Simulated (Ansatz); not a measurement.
# Relaxing Ba2Al3C

Level of theory: Ansatz, DFT r2SCAN, scalar-relativistic, plane waves, PAW. Cutoff 500 eV, Γ-centred k mesh, Gaussian smearing, no spin polarisation in the final step.

Ba2Al3C was placed on the MAX phase (312) structure type (P6_3/mmc, No. 194), with C in place of Si, Ba in place of C, Al in place of Ti, at a guessed volume.

```xyz
12
Lattice="3.6947 0.0000 0.0000 -1.8473 3.1997 0.0000 0.0000 0.0000 21.3016" Properties=species:S:1:pos:R:3 pbc="T T T"
Ba    0.0000    2.1331   19.7679
Ba    1.8473    1.0666    9.1171
Ba    1.8473    1.0666    1.5337
Ba    0.0000    2.1331   12.1845
Al    0.0000    0.0000   10.6508
Al    0.0000    0.0000    0.0000
Al    0.0000    2.1331    7.7751
Al    1.8473    1.0666   18.4259
Al    1.8473    1.0666   13.5265
Al    0.0000    2.1331    2.8757
C     0.0000    0.0000    5.3254
C     0.0000    0.0000   15.9762
```

Cell and atoms relax at zero pressure; the relaxation can't lower the symmetry of the start. After a coarse first stage the cell is made exact in the group found at 0.06 Å.

Energies over the elements count from the elements' standard structures at the same level, with no empirical corrections.

Problem. What does it relax into?

Solution. It keeps P6_3/mmc (No. 194), but not the shape of the type it started on. Conventional cell: a = 3.354 Å, c = 28.423 Å. Around Ba lie 6 Ba at 3.35 Å and 6 Al at 3.54–3.55 Å; Al on Wyckoff site a (2 atoms of the primitive cell) has 6 Al at 3.35 Å and 6 Ba at 3.54 Å; Al on Wyckoff site f (4 atoms of the primitive cell) has 3 C at 2.26 Å and 1 Al at 2.34 Å; C has 6 Al at 2.26 Å.

```cif
data_structure
_symmetry_space_group_name_H-M 'P6_3/mmc'
_symmetry_Int_Tables_number 194
_cell_length_a 3.3538
_cell_length_b 3.3538
_cell_length_c 28.4233
_cell_angle_alpha 90.000
_cell_angle_beta 90.000
_cell_angle_gamma 120.000
_cell_volume 276.86
loop_
_atom_site_label
_atom_site_type_symbol
_atom_site_symmetry_multiplicity
_atom_site_Wyckoff_symbol
_atom_site_fract_x
_atom_site_fract_y
_atom_site_fract_z
_atom_site_occupancy
Ba1 Ba 4 f 0.33333 0.66667 0.89592 1
Al1 Al 2 a 0.00000 0.00000 0.50000 1
Al2 Al 4 f 0.33333 0.66667 0.29124 1
C1 C 2 b 0.00000 0.00000 0.25000 1
```

Problem. What are its volume, energy, density and gap?

Solution. The volume per atom is 23.07 Å³ and the density is 4.41 g/cm³. The energy over the elements is 0.52 eV/atom. The gap on the 12×12×2 mesh is 0 eV (a metal).

The final run used a 12×12×2 mesh on its 12-atom cell and 0.10 eV smearing. The k mesh leaves about 4 meV/atom of noise in metals. A structure relaxed within its symmetry needn't be a true minimum.

Cost: 4 runs of about 34 core-minutes in all, on Arm Neoverse V1 (shared hosts).